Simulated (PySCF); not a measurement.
hydrosulfide, HS (charge -1), SMILES [SH-], point group C∞v.

Force field and properties: PBE0/pcSseg-2 (PySCF, grid level 2). Vibrational terms come from second-order perturbation theory with semi-diagonal cubic constants, by steps of ±0.6 along the normal coordinates of each isotopologue. The parent has the commonest isotopes.

Equilibrium geometry (Å):

| atom | x | y | z |
| --- | --- | --- | --- |
| S1 | 0.6785 | -0.0115 | -0.0114 |
| H2 | -0.6675 | 0.0166 | -0.0452 |

Question: How much do zero-point and thermal motion change the parent's shieldings?

Answer: 
```csv
atom,σe (ppm),"anharmonic part, 0 K","harmonic part, 0 K",Δσ at 0 K,Δσ at 250 K,Δσ at 298.15 K
S1,880.22,-15.10,-10.49,-25.59,-26.69,-26.90
H2,35.63,-0.29,0.19,-0.10,-0.13,-0.13
```

Question: And the bond lengths, in the parent and with ³³S at 1?

Answer: 
```json
{"bond": "S1–H2", "re (Å)": "1.3467", "⟨r⟩ at 0 K": "1.3640", "between mean positions": "1.3640", "⟨r⟩, labelled": "1.3640"}
```

The study (26 SCF points, 57 basis functions) took 10 s on 1 thread of Intel Xeon 6975P-C (shared host) (rough), peak memory 0.29 GiB, launched as `OMP_NUM_THREADS=1 python ens_run.py task.json out`.
